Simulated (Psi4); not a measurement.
Psi4 input (wB97X-D/6-31G*):

```
memory 1500 MB

molecule {
1 3
C    -0.00000000   -0.00000000   -0.62581248
N     0.00000000    0.00000000    0.53641070
symmetry c1
no_reorient
no_com
}

set {
  basis 6-31G*
  reference uks
  scf_type pk
  dft_radial_points 99
  dft_spherical_points 590
  e_convergence 1e-8
  d_convergence 1e-7
  maxiter 150
}

e = energy('wb97x-d')
print_out(f'\nFINAL {e:.10f} DIPOLE {variable("CURRENT DIPOLE")[0]:.6f} {variable("CURRENT DIPOLE")[1]:.6f} {variable("CURRENT DIPOLE")[2]:.6f}\n')
```

From the last part of the output:

```
  HONO-1 :    6  A 1.0000000
  HONO-0 :    7  A 1.0000000
  LUNO+0 :    8  A 0.0036047
  LUNO+1 :    9  A 0.0007132
  LUNO+2 :   10  A 0.0002042
  LUNO+3 :   11  A 0.0000022

Computation Completed

Properties will be evaluated at   0.000000,   0.000000,   0.000000 [a0]

Properties computed using the SCF density matrix

 Multipole Moments:

 ------------------------------------------------------------------------------------
     Multipole            Electronic (a.u.)      Nuclear  (a.u.)        Total (a.u.)
 ------------------------------------------------------------------------------------

 L = 1.  Multiply by 2.5417464519 to convert [e a0] to [Debye]
 Dipole X            :         -0.0000000            0.0000000           -0.0000000
 Dipole Y            :         -0.0000000            0.0000000           -0.0000000
 Dipole Z            :         -0.8159632            0.0000000           -0.8159631
 Magnitude           :                                                    0.8159631

 ------------------------------------------------------------------------------------

FINAL -92.1548474246 DIPOLE -0.000000 -0.000000 -0.815963

*** Psi4 exiting successfully. Buy a developer a beer!
```

The dipole moment of an ion depends on the origin.
